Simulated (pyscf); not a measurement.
# Four-centre exchange: PH₂• + H₂O -> PH₂• + H₂O

Gas phase, doublet surface, charge 0. Bonds broken: P1–H2, O4–H5. Bonds formed: P1–H5, H2–O4. PySCF, gas phase, ωB97X-D3(BJ)/def2-SVP geometries. Correlated levels are frozen-core, on RHF or UHF. ΔMP2 is the change of the MP2 total energy from the triple- to the quadruple-zeta basis.

Transition state (Å):

```xyz
6

P      0.3671    -0.7519     0.4661
H     -1.4045     0.3890     0.4456
H     -0.3703    -1.9488     0.7478
O     -1.9589     0.6099    -0.4545
H     -1.1749    -0.0533    -0.7892
H     -1.6318     1.4948    -0.7109
```

One imaginary mode, 1876i cm⁻¹; descent along it reached the two sides named.

```csv
bond,change,reactant side (Å),saddle,product side
P1–H2,breaks,1.428,2.107,3.9
O4–H5,breaks,0.965,1.080,2.434
P1–H5,forms,3.9,2.107,1.429
H2–O4,forms,2.433,1.080,0.965
```

Electronic energies relative to the separated reactants (eV):

```csv
level,barrier,reaction energy,reverse barrier
ωB97X-D3(BJ)/def2-TZVP,2.51,0.00,2.51
PBE/def2-TZVP,2.07,0.00,2.07
r²SCAN/def2-TZVP,2.29,0.00,2.29
B3LYP-D3(BJ)/def2-TZVP,2.39,0.00,2.39
PBE0-D3(BJ)/def2-TZVP,2.27,0.00,2.27
M06-2X/def2-TZVP,2.45,0.00,2.45
ωB97M-D3(BJ)/def2-TZVP,2.43,0.00,2.43
HF/def2-TZVP,3.30,0.00,3.30
MP2/def2-QZVPP,2.51,0.00,2.51
CCSD/def2-TZVPP,2.71,0.00,2.71
CCSD(T)/def2-TZVPP,2.58,0.00,2.58
CCSD(T)/def2-TZVPP + ΔMP2(QZVPP),2.57,0.00,2.57
```

With CCSD(T)/def2-TZVPP + ΔMP2(QZVPP) energies and thermal terms (ideal gas, 1 atm, RRHO with modes under 100 cm⁻¹ raised to 100, one conformer, R ln 2 for rigid chiral ones), in eV:

```tsv
T (K)	ΔH‡	ΔG‡	ΔH	ΔG
298	2.52	2.91	0.00	0.00
600	2.52	3.30	0.00	0.00
900	2.54	3.69	0.00	0.00
1200	2.58	4.07	0.00	0.00
```

The same reactants have a lower exit, to HO–PH₂ + H• (barrier +1.93 eV at ωB97M-D3(BJ), against +2.43 eV here). This is the saddle that the search found; another between the same sides may lie lower. The CCSD(T) − MP2 part came from Ansatz, without density fitting, on the same reference.
